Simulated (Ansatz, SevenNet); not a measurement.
For anatase TiO2 (metastable phase), the machine-learned potential SevenNet-0 (trained on PBE and PBE+U data) gives:

* **equilibrium lattice constant a**: 3.811 Å
* **c axis length**: 9.701 Å
* **bulk modulus**: 171 GPa
* **elastic constant C11**: 295 GPa
* **elastic constant C44**: 41.0 GPa
* **Voigt–Reuss–Hill shear modulus**: 48.7 GPa

### Question
What does r²SCAN (PAW; Ansatz, a program for electronic structure) give for the same quantities?

### Answer

- lattice constant a: 3.778 Å (decreases by 0.9 %)
- lattice parameter c: 9.583 Å (shrinks by 1.2 %)
- bulk modulus: 190 GPa (grows by 11 %)
- elastic constant C11: 364 GPa (rises by 23 %)
- elastic constant C44: 50.6 GPa (rises by 23 %)
- Voigt–Reuss–Hill shear modulus: 61.9 GPa (grows by 27 %)

For comparison: lattice constant a 3.784 Å (measured, room temperature, not corrected to a static lattice; as tabulated in Horn, Schwerdtfeger, Meagher, Refinement of the structure of anatase at several …); lattice parameter c 9.514 Å (measured, room temperature, not corrected to a static lattice; as tabulated in Horn, Schwerdtfeger, Meagher, Refinement of the structure of anatase at several …).

Changes are worked out from the printed values.

Unless a cell is named, each level is at its own relaxed cell (SevenNet-0 11.74, r²SCAN 11.40 Å³/atom).

Ansatz's density-functional and Hartree–Fock values are scalar-relativistic unless marked +SOC, with PAW data made under PBE.
